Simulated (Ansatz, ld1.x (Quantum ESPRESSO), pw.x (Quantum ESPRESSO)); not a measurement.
## strontium (Sr) (bcc): variants of one TM potential in the solid

```
Element                 : strontium (Sr)
Generator               : ld1.x (Quantum ESPRESSO) 7.5
Type                    : norm-conserving Troullier–Martins (Kleinman–Bylander form)
Functional              : LDA (PW92)
Relativity              : scalar-relativistic
Frozen core             : [Kr]
Valence charge          : 2
Reference configuration : 4d0 5s2 5p0
Partial waves           : 5s (bound): rc 3.65 bohr; 4d (bound, empty): rc 3.45 bohr; 5p (bound, empty): rc 4.20 bohr
Local potential         : the p channel
Core correction         : a·sin(br)/r model core inside 1.95 bohr
```

Crystal test: bcc Sr in pw.x 7.5, no spin, 10³ k-points, Fermi–Dirac smearing 0.01 Ry, cutoffs set for each file from its atomic test. The reference is all-electron LAPW (Ansatz 0.2.0) with the same functional, mesh and smearing; V0 and B0 come from Birch–Murnaghan fits to the pressures at five volumes. Errors are pseudo minus all-electron; Δ is the rms difference of the E(V) curves that follow from these fits, minima aligned, over ±6 % about the mean V0. Mesh and smearing are coarse, so the numbers serve the comparison and aren't converged zero-temperature values; the lattice is a test structure that the element need not adopt.

All-electron: a0 = 4.583 Å (V0 = 48.12 Å³/atom), B0 = 13.4 GPa.

Base: The largest radius (4.20 bohr) exceeds half the bond length (3.75 bohr), so the spheres overlap, which is one possible source of error among others. This is a poor potential for the solid. The logarithmic derivative shows an extra or strongly shifted pseudo pole above the reference energy (s near 1.30 Ry).

A dash in a converged row means that the minimum lies outside the volumes sampled.

| change | cutoffs (Ry) | pw.x | a0 (Å) | a0 error (%) | B0 error (%) | Δ (meV/atom) | mean pressure error (GPa) |
| --- | --- | --- | --- | --- | --- | --- | --- |
| base | 50/200 | converged | – | – | – | – | +0.80 |
| local potential the s channel | 50/200 | converged | 4.604 | +0.47 | +3.9 | 2.1 | +0.21 |
| core correction none | 35/140 | converged | – | – | – | – | -0.82 |
| reference 4d0 5s1 5p1 | 50/200 | converged | – | – | – | – | +1.06 |
| wave 5s (bound): rc 3.65 bohr becomes 5s (bound): rc 2.30 bohr | 55/220 | converged | 4.655 | +1.57 | +5.6 | 7.0 | +0.73 |

Q: Give the row for: wave 4d (bound): rc 3.45 bohr becomes 4d (bound): rc 2.64 bohr.

A: pw.x: converged; mean pressure error (GPa): +0.84.
